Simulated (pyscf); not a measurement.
Single points on ωB97X-D3(BJ)/def2-SVPD structures (PySCF, gas phase). MP2 and CC: frozen core, UHF for open shells. ΔMP2 is the change of the MP2 total energy from the triple- to the quadruple-zeta basis.

**Question.** Estimate the classical barrier height and the reaction energy of fluoride (F⁻) + H₃C–I → fluoromethane (H₃C–F) + I⁻ at CCSD(T)/def2-TZVPPD + ΔMP2(QZVPPD). The step runs on the singlet surface, breaks C–I and forms C–F; take the separated reactants as zero.

**Answer.** ΔE‡ = -16.4 kcal/mol, ΔE = -45.4 kcal/mol. Zero-point energy shifts the barrier by 0.0 kcal/mol. It is a substitution at C, with an imaginary mode of 318i cm⁻¹. On the reactant side the descent ends in a bound adduct, 15.3 kcal/mol under the separated species and 0.7 kcal/mol under the saddle at ωB97X-D3(BJ)/def2-TZVPD. On the product side the descent ends in a complex, 7.3 kcal/mol under the separated species and 36.9 kcal/mol under the saddle at ωB97X-D3(BJ)/def2-TZVPD. At CCSD(T) this geometry lies under the reactants; that is no barrier but a single point on another level's saddle; such a level's own saddle, if it has one, lies nearer that side and is low. One saddle was located; it need not be the lowest between these sides. The angle at the attacked C is 180°. The CCSD(T) − MP2 part came from Ansatz, without density fitting, on the same reference. The frozen core leaves the outer d or s,p core shells of the metals and heavy elements correlated in the MP2 and CC values, and def2-TZVPP describes them poorly, which can shift differences by a few kcal/mol. Elements past Kr carry the def2 core potentials, without spin-orbit coupling.
